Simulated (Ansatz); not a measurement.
A search over several starts for the lowest SCF solution of [S3]2- (S3²⁻) at the given spin, in a small basis.

```yaml
crystal:
  periodic: [false, false, false]
  atoms:
    - {symbol: S, position_ang: [0.734304, -0.158116, 1.619464]}
    - {symbol: S, position_ang: [-0.411251, 0.639294, 0.069015]}
    - {symbol: S, position_ang: [-0.323053, -0.481168, -1.688479]}
basis:
  gaussian: {orbitals: def2-SVP, initial_orbitals: start.molden}
total_charge: -2
hamiltonian: {xc: pbe0, dispersion: d4}
output: {orbitals: {seedname: orbitals}}
```

The file start.molden holds the orbitals of an earlier run on this structure, at another level or in another basis.

```sh
$ ansatz run in.yaml --threads 4 --pin off --events-out ev --progress --plain --max-ram 3916MiB
```

Shortened log:

```
Functional definition: PBE0
480 factors; integrals over basis functions are off by at most 1.3e-3 eV
mean field evaluation 1: about -32481.0818 eV, gradient 9.0e0 eV
mean field evaluation 2: about -32481.4731 eV, gradient 2.4e-1 eV
mean field evaluation 4: about -32481.4778 eV, gradient 2.5e-4 eV
mean field evaluation 8: about -32477.5916 eV, gradient 3.6e1 eV
mean field evaluation 16: about -32481.4778 eV, gradient 4.8e-3 eV
mean field -32481.47781527 eV, -1193.6722929749 hartree, gradient 2.6e-5 eV, S^2 0.000000; 1 other end points of the search recorded, 0 dependent functions left out
reference -32481.47782897 eV, -1193.6722934784 hartree; 25, 25 occupied and 29, 29 virtual orbitals, 480 factors
Total energy: -32481.58480855 eV, -1193.6762249052 hartree
```

It took 0.4 s on 4 threads of Arm Neoverse V2 on a shared host.

A multiply charged anion in the gas phase is held together partly by the finite basis. Removing one electron lowers the energy by 2.97 eV at PBE0-D4/def2-TZVPD, so it isn't bound. The highest occupied level of the charge -2 singlet lies above zero (up to 6.63 eV). By energy differences it is unbound by 2.94 eV (vertical, to the charge -1 doublet, at CCSD(T)/def2-TZVPPD) and held by the finite basis.
